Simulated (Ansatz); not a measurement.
Mulliken charges of H4NO2P, SMILES `NP(O)O` from PBE/def2-TZVPP in Ansatz (PBE0-D4/def2-TZVP geometry).

```tsv
atom	x (Å)	y (Å)	z (Å)	charge (e)
N1	-0.441	1.223	-0.005	-0.323
P2	0.225	-0.172	-0.646	0.317
O3	1.385	-0.494	0.477	-0.323
O4	-0.855	-1.271	-0.080	-0.323
H5	-1.021	1.756	-0.635	0.149
H6	-0.825	1.175	0.931	0.140
H7	2.223	-0.104	0.212	0.180
H8	-0.600	-2.170	-0.310	0.184
```

By hand: the dipole of these point charges (1 e Å = 4.8032 D).

Σ q r = (0.065, 0.129, -0.315) e Å, of length 0.347 e Å = 1.67 D.

How does the dipole of the full density compare? (An estimate is asked.)

Computed: (0.031, 0.056, -0.064) e Å, 0.43 D; the point charges give 3.88 times that, at 20° from its direction.

Point charges leave out the atoms' own dipoles, such as those of lone pairs, and Mulliken's split depends on the basis, so the two needn't agree.
